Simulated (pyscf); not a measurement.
Single points on ωB97X-D3(BJ)/def2-SVP structures (PySCF, gas phase).

**Question.** PBE/def2-TZVP puts the barrier of methane (CH₄) + [H₃C–NH–Zn]• -> [H₃C–Zn]• + methylamine (H₃C–NH₂) (four-centre exchange; doublet surface; C–H, N–Zn broken, C–Zn, H–N formed) at 1.15 eV and the reaction energy at +0.26 eV, from the separated reactants. What do PBE0-D3(BJ)/def2-TZVP, M06-2X/def2-TZVP, ωB97M-D3(BJ)/def2-TZVP give on the same structures?

**Answer.** PBE0-D3(BJ): ΔE‡ = 1.17 eV, ΔE = +0.23 eV; M06-2X: ΔE‡ = 1.20 eV, ΔE = +0.28 eV; ωB97M-D3(BJ): ΔE‡ = 1.32 eV, ΔE = +0.22 eV. PBE's barrier lies under all of them, by 0.01 to 0.17 eV. Its reaction energy lies among theirs. On the product side the descent ends in an adduct with a N–Zn contact, 0.47 eV under the separated species and 1.53 eV under the saddle at ωB97X-D3(BJ)/def2-TZVP. What is counted as broken (N–Zn) persists as a longer contact in the product adduct; parting that adduct is a step of its own. This is the saddle that the search found; another between the same sides may lie lower. Elements up to Kr have no core potential and no relativistic terms here.
